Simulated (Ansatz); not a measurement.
Elements on the sites of an ideal bcc lattice, at a guessed lattice constant:

```
CELL_PARAMETERS angstrom
-5.00058 5.00058 -1.66686
-5.00058 -1.66686 5.00058
1.66686 5.00058 5.00058
ATOMIC_POSITIONS crystal
Al 0.10000 0.10000 0.60000
Ti 0.50000 0.50000 0.00000
Ti 0.10000 0.60000 0.10000
Ti 0.00000 0.50000 0.50000
Mo 0.30000 0.80000 0.30000
Mo 0.20000 0.70000 0.70000
Hf 0.60000 0.10000 0.10000
Hf 0.80000 0.30000 0.30000
Hf 0.40000 0.40000 0.40000
Hf 0.50000 0.00000 0.50000
Hf 0.90000 0.90000 0.40000
Hf 0.30000 0.30000 0.80000
Hf 0.40000 0.90000 0.90000
W 0.00000 0.00000 0.00000
W 0.20000 0.20000 0.20000
W 0.70000 0.70000 0.20000
W 0.60000 0.60000 0.60000
W 0.70000 0.20000 0.70000
W 0.80000 0.80000 0.80000
W 0.90000 0.40000 0.90000
```

Cell and atoms were relaxed without symmetry on coarser meshes and computed once more. All numbers below come from Ansatz, DFT PBE, scalar-relativistic, plane waves, PAW.

Cutoff 420 eV; k points 5×5×5 on the computed 20-atom cell (Γ-centred); Gaussian smearing, width 0.10 eV; no spin polarisation.

The relaxation ran on 2×2×2 (shifted) and then 3×3×3 k points with a smearing of 0.1 eV, from sites shaken by 0.02 Å.

Task: What does the relaxation give?

Result: A volume of 18.01 Å³/atom and no gap on the mesh. It lies 0.05 eV/atom above the elements' standard states (static lattices, no corrections for gases). The atoms leave their sites by 0.14 Å (root mean square) and 0.29 Å at most, and the cell stretches by up to 1.6 % at fixed volume.

```xyz
20
Lattice="-4.9648 4.8778 -1.7177 -4.9568 -1.6992 4.9098 1.7576 4.9139 4.9535" Properties=species:S:1:pos:R:3 pbc="T T T"
Al    0.1635    3.2465    3.3729
Ti   -3.4385    6.6168    6.4349
Ti   -3.3094   -0.1008    3.3042
Ti   -6.5113    6.6521    3.4201
Mo   -4.9118    1.5745    4.8843
Mo   -3.2113    3.1532    6.5339
Hf   -3.3135    3.1991   -0.0886
Hf   -5.1092    4.9217    1.6283
Hf   -3.3077    3.0878    3.2504
Hf   -6.4900    3.1777    6.5502
Hf   -8.1962    4.8108    4.7617
Hf   -1.5964    4.8975    5.0163
Hf   -4.6734    4.7992    8.1521
W    -3.2027    9.7562    3.2574
W    -1.4359    1.6594    1.4530
W    -6.5585    3.1443    3.2501
W    -4.9300    4.9169    4.8909
W    -3.3353    6.4962    3.3381
W    -6.5375    6.4949    6.4973
W    -4.8577    8.1474    4.8510
```

Spin-orbit coupling is left out, which matters for the bands of heavy elements. Spin polarisation was left out, and a magnetic state may lie lower.

Cost: 2 runs of about 35 core-minutes in all (earlier runs that led there not counted), on Arm Neoverse V1 (shared hosts).